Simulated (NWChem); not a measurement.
C2H3F; SMILES FC=C

```xyz
6

C     -0.2278     1.1744     0.0000
C      0.4260     0.0209     0.0000
F     -0.1908    -1.1561     0.0000
H     -1.3194     1.2040     0.0000
H      0.3315     2.1102     0.0000
H      1.5163    -0.0813     0.0000
```
Atoms are numbered in this order, from 1.

Computed with NWChem. Pople sets run with spherical d functions. All runs use the structure optimised with PBE0/def2-SVP. B3LYP is NWChem's, with the RPA form of VWN correlation.

For level B3LYP/STO-3G:

```
Property                     Result
---------------------------  ------
highest occupied level (eV)   -4.56
orbital gap (eV)               8.09
dipole (D)                     0.44
```

**Question.** Estimate the same quantities for level B3LYP/6-31+G*.

**Answer.** 
- highest occupied level (eV): -7.45
- orbital gap (eV): 7.35
- dipole (D): 1.43
